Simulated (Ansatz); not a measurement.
Input file:

```yaml
crystal:
  periodic: [false, false, false]
  atoms:
    - {symbol: Ge, position_ang: [0.000000, 0.000000, 0.000000]}
    - {symbol: O, position_ang: [0.000000, 0.000000, 1.622593]}
basis:
  gaussian: {orbitals: cc-pVDZ}
magnetization: {spin_polarized: false}
correlation: {method: ccsdtq, electrons: outside_noble_gas}
```

```sh
$ ansatz run in.yaml --threads 1 --pin off --events-out ev --progress --plain --max-ram 2176MiB
```

(1) Roughly how long does this take on 1 thread of Intel Xeon Platinum 8375C, shared host, and how much host memory?

```
751 factors; integrals over basis functions are off by at most 1.5e-7 eV
mean field evaluation 1: about -58504.0735 eV, gradient 4.8e1 eV
mean field evaluation 2: about -58504.1451 eV, gradient 4.8e1 eV
mean field evaluation 4: about -58509.4231 eV, gradient 2.6e0 eV
mean field evaluation 8: about -58509.4769 eV, gradient 2.2e-1 eV
mean field evaluation 16: about -58509.4771 eV, gradient 7.2e-7 eV
mean field -58509.47706262 eV, -2150.1836229034 hartree, gradient 7.2e-7 eV, S^2 0.000000; 0 other end points of the search recorded, 0 dependent functions left out
15 core orbitals not correlated: weight in the atoms' cores, before any rotation towards them, 0.987 or more for the frozen orbitals, at most 0.012 for the correlated occupied ones
reference -58509.47706262 eV, -2150.1836229034 hartree; 5, 5 occupied and 21, 21 virtual orbitals, 751 factors
second order -7.66951149 eV of doubles, -0.00000000 eV of singles
cycle   1  -7.03429104 eV  change    6.4e-1 eV  update   1.9e-1
cycle   2  -7.68946430 eV  change   -6.6e-1 eV  update   1.8e-1
cycle   3  -8.04009399 eV  change   -3.5e-1 eV  update   5.0e-2
cycle   4  -8.06017952 eV  change   -2.0e-2 eV  update   3.1e-2
cycle   5  -8.03967476 eV  change    2.1e-2 eV  update   1.8e-2
cycle   6  -8.06206791 eV  change   -2.2e-2 eV  update   1.3e-2
cycle   7  -8.06244147 eV  change   -3.7e-4 eV  update   2.0e-3
cycle   8  -8.06085364 eV  change    1.6e-3 eV  update   1.5e-3
cycle   9  -8.06083005 eV  change    2.4e-5 eV  update   5.2e-4
cycle  10  -8.06104955 eV  change   -2.2e-4 eV  update   3.5e-4
cycle  11  -8.06099602 eV  change    5.4e-5 eV  update   1.0e-4
cycle  12  -8.06099012 eV  change    5.9e-6 eV  update   4.8e-5
cycle  13  -8.06100024 eV  change   -1.0e-5 eV  update   4.2e-5
cycle  14  -8.06098981 eV  change    1.0e-5 eV  update   8.2e-6
cycle  15  -8.06099100 eV  change   -1.2e-6 eV  update   5.3e-6
cycle  16  -8.06099013 eV  change    8.7e-7 eV  update   1.6e-6
cycle  17  -8.06098950 eV  change    6.4e-7 eV  update   8.7e-7
Total energy: -58517.53805212 eV, -2150.4798588034 hartree
```

Results:

(1) 44 s wall and 0.45 GiB.
